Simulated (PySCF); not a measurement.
Cost of one run: EPR job, `CC(C)(C)C[O]` [radical].

Method: UKS B3LYP, pcH-1 on C H O, non-relativistic, mean-field spin-orbit, GIAO (PySCF 2.14.0). Geometry: GFN2-xTB. Work: unrestricted SCF, g, hyperfine, density and orbital grids written, density fitting. The command runs a driver script over a list of jobs; the input below is this job's line of settings and its coordinates in Å.

Command:
```bash
OMP_NUM_THREADS=1 python probes_run.py task.json out
```

Input:
```
{"job": {"kind": "epr", "basis": "pcH-1"}, "charge": 0, "multiplicity": 2}
C     -0.576466    -1.283322    -0.635922
C     -0.004056     0.000850    -0.058129
C     -0.891586     1.195610    -0.369008
C      1.424931     0.232503    -0.522858
C      0.037142    -0.157906     1.562585
O      0.518382     0.908521     2.124496
H     -0.614722    -1.199774    -1.721287
H      0.042310    -2.141308    -0.383134
H     -1.585804    -1.464630    -0.273655
H     -0.509592     2.084763     0.125474
H     -0.908682     1.368728    -1.444186
H     -1.911391     1.023601    -0.032207
H      1.841917     1.107043    -0.030560
H      1.437799     0.393338    -1.600031
H      2.054238    -0.625152    -0.295942
H     -1.020598    -0.366084     1.828316
H      0.659179    -1.064751     1.716137
```

Hardware: one thread, Arm Neoverse V2 (aarch64), shared host with 96 logical CPUs at a one-minute load of 45. PySCF's memory limit was set to 1600 MB.

Question: How large is the basis?

Answer: 260 functions.

Question: Which is nearest to the wall time?
A. 6.7 min
B. 50 min
C. 6.3 s
D. 50 s

Answer: D. The run took 50 s. CPU seconds by part: SCF 24, spin–orbit mean field 2, g tensor 20, hyperfine 0.2.

Question: How much memory does it need at the peak?

Answer: About 0.96 GiB. Peak memory is the resident size of the whole Python process, interpreter and libraries included.

Question: At this speed, how long would 5000 such jobs take on 32 cores, one job a core?

Answer: 5000/32 gives 157 rounds of 50 s, about 2.2 h of wall time and 69 core-hours, if the jobs don't slow each other.

Times come from a shared host and carry two figures at best.
